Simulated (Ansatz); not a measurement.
Wurtzite ZnO, relaxed in Ansatz (plane waves) with several semilocal functionals. Each gives its own volume and its own bulk modulus:

```
level   V0 (Å³/atom)  bulk modulus B0 (GPa)   ln V0   ln B0
------  ------------  ---------------------  ------  ------
LDA           11.329                  161.7  2.4274  5.0857
PBEsol        11.776                  145.3  2.4661  4.9788
PBE           12.322                  129.3  2.5114  4.8621
```

Question: Fit a straight line to ln B0 against ln V0. What does it predict for r²SCAN, whose volume is 11.809 Å³/atom?

Answer: With x = ln V0 and y = ln B0: means 2.46830 and 4.97553; Σ(Δx Δy) = -0.009402, Σ(Δx²) = 0.003535, so the slope is -2.66. At x = 2.4689 the line gives y = 4.97553 + (-2.66) × (2.4689 − 2.46830) = 4.9739, or 144.6 GPa. The run with r²SCAN gives 150.0 GPa, +3.7 % from the line. The rows used scatter about it by up to 0.3 %, while the largest value lies 25 % above the smallest. For comparison, PBE's own equation of state has B′ = 4.4, the slope −d ln B/d ln V at a fixed functional; the two needn't agree, since functionals also differ at one volume.

Measured: 143 GPa (measured, temperature not stated, not corrected to a static lattice; as tabulated in Toher et al. (2017), arXiv:1611.05714).

Ansatz's density-functional and Hartree–Fock values are scalar-relativistic unless marked +SOC, with PAW data made under PBE.

Ansatz is an electronic-structure program.
